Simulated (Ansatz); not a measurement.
**C2H6B (SMILES [CH2]BC) at UCAM-B3LYP/6-311+G(d,p)**

What is the vertical doublet–quartet gap of C2H6B at UCAM-B3LYP/6-311+G**? 

The calculation is run with Ansatz 0.2.0.

45 further runs of the same task are left out: 45 set aside as unsound or not needed.

**1. The molecule**

C2H6B has 9 atoms, charge 0, and is taken as a doublet. SMILES: `[CH2]BC`. Geometry: relaxed at PBE0-D4/def2-TZVP. This is one conformer, not always the lowest.

Bond lengths: C1–B2 1.531 Å, B2–C3 1.561 Å, C1–H4 1.088 Å, C1–H5 1.087 Å, B2–H6 1.202 Å, C3–H7 1.092 Å, C3–H8 1.097 Å, C3–H9 1.097 Å. Some angles: C1–B2–C3 122.9°, C1–B2–H6 118.3°, C3–B2–H6 118.8°, B2–C1–H4 122.7°, B2–C1–H5 123.3°, B2–C3–H7 115.2°, B2–C3–H8 109.8°, B2–C3–H9 110.0°, H4–C1–H5 113.9°, H7–C3–H8 108.4°.

**2. A single-point energy at UCAM-B3LYP/6-311+G(d,p)**

File molecule.yaml:

```yaml
crystal:
  periodic: [false, false, false]
  atoms:
    - {symbol: C, position_ang: [-0.840100, 0.743300, -1.023500]}
    - {symbol: B, position_ang: [0.191800, 0.540800, 0.089100]}
    - {symbol: C, position_ang: [0.525000, -0.860100, 0.691800]}
    - {symbol: H, position_ang: [-1.406600, -0.078400, -1.457800]}
    - {symbol: H, position_ang: [-1.074500, 1.714900, -1.450600]}
    - {symbol: H, position_ang: [0.769100, 1.506600, 0.513000]}
    - {symbol: H, position_ang: [-0.036500, -1.695300, 0.267500]}
    - {symbol: H, position_ang: [1.596100, -1.069200, 0.576400]}
    - {symbol: H, position_ang: [0.364200, -0.849200, 1.777100]}
basis:
  gaussian:
    orbitals: 6-311+G_st__st_.json
magnetization:
  spin_polarized: true
  initial_magnetization: 1
hamiltonian:
  xc: {name: CAM-B3LYP}
accuracy: high
output: {orbitals: {seedname: orbitals}}
```

The basis set 6-311+G** is read from a file made from the Basis Set Exchange's data (not shown).

Launch:

```console
$ ansatz run molecule.yaml --threads 1 --pin off --max-ram 3480MiB --events-out events.jsonl --progress --plain --runs-dir runs
```

What it wrote:

```text
Warning: RAYON_NUM_THREADS=1 ignored (pool sized by the plan → 1); use --threads N
Functional definition: CAM-B3LYP
  name "CAM-B3LYP"
  parameter alpha = 0.19
  parameter beta = 0.46
  parameter omega = 0.33/bohr
  parameter ac = 0.81
  exchange = (1 - alpha - beta)*b88_x + beta*b88_x_sr(omega) + alpha*exact_x + beta*exact_x_lr(omega)
  correlation = (1 - ac)*vwn5_c + ac*lyp_c
2069 factors; integrals over basis functions are off by at most 3.6e-9 eV
478 factors; integrals over basis functions are off by at most 2.0e-9 eV
mean field evaluation 1: about -2839.6625 eV, gradient 3.5e1 eV
mean field evaluation 2: about -2841.4037 eV, gradient 2.9e1 eV
mean field evaluation 4: about -2845.4719 eV, gradient 7.6e-1 eV
mean field evaluation 8: about -2845.5508 eV, gradient 2.0e-2 eV
mean field evaluation 16: about -2845.5508 eV, gradient 2.6e-5 eV
mean field -2845.55084734 eV, -104.5720648561 hartree, gradient 9.0e-8 eV, S^2 0.752361; 0 other end points of the search recorded, 0 dependent functions left out
reference -2845.55087006 eV, -104.5720656912 hartree; 12, 11 occupied and 90, 91 virtual orbitals, 2069 factors
Total energy: -2845.55087006 eV, -104.5720656912 hartree
```

Wall time 11 s (1 thread of Arm Neoverse V2, shared host); peak memory 0.44 GiB.

**3. The quartet at the same level**

File in.yaml:

```yaml
crystal:
  periodic: [false, false, false]
  atoms:
    - {symbol: C, position_ang: [-0.840100, 0.743300, -1.023500]}
    - {symbol: B, position_ang: [0.191800, 0.540800, 0.089100]}
    - {symbol: C, position_ang: [0.525000, -0.860100, 0.691800]}
    - {symbol: H, position_ang: [-1.406600, -0.078400, -1.457800]}
    - {symbol: H, position_ang: [-1.074500, 1.714900, -1.450600]}
    - {symbol: H, position_ang: [0.769100, 1.506600, 0.513000]}
    - {symbol: H, position_ang: [-0.036500, -1.695300, 0.267500]}
    - {symbol: H, position_ang: [1.596100, -1.069200, 0.576400]}
    - {symbol: H, position_ang: [0.364200, -0.849200, 1.777100]}
basis:
  gaussian:
    orbitals: 6-311+G_st__st_.json
output:
  orbitals: {seedname: orbitals}
hamiltonian:
  xc: {name: CAM-B3LYP}
accuracy: high
magnetization:
  spin_polarized: true
  initial_magnetization: 3
```

The basis set 6-311+G** is read from a file made from the Basis Set Exchange's data (not shown).

Launch:

```console
$ ansatz run in.yaml --threads 1 --pin off --max-ram 3480MiB --events-out events.jsonl --progress --plain --runs-dir runs
```

What it wrote, shortened:

```text
Warning: RAYON_NUM_THREADS=1 ignored (pool sized by the plan → 1); use --threads N
[... 2 set-up lines as earlier in the session ...]
[...]
2069 factors; integrals over basis functions are off by at most 3.6e-9 eV
478 factors; integrals over basis functions are off by at most 2.0e-9 eV
[...]
mean field -2838.75686218 eV, -104.3223905067 hartree, gradient 9.0e-8 eV, S^2 3.756686; 2 other end points of the search recorded, 0 dependent functions left out
reference -2838.75688444 eV, -104.3223913247 hartree; 13, 10 occupied and 89, 92 virtual orbitals, 2069 factors
Total energy: -2838.75688444 eV, -104.3223913247 hartree
```

Wall time 20 s (1 thread of Arm Neoverse V2, shared host); peak memory 0.44 GiB.

**4. Results**

Level: UCAM-B3LYP/6-311+G**.

```
                                        quantity          value
                           doublet: total energy  -104.57207 Eh
     doublet: HOMO energy (highest over α and β)       -8.91 eV
      doublet: LUMO energy (lowest over α and β)       -2.27 eV
                                   doublet: ⟨S²⟩          0.752
                           quartet: total energy  -104.32239 Eh
     quartet: HOMO energy (highest over α and β)       -3.58 eV
                                   quartet: ⟨S²⟩          3.757
vertical energy of the quartet above the doublet       6.794 eV
```

**Reading.** At this shape the quartet lies 6.79 eV (157 kcal/mol) above the doublet.
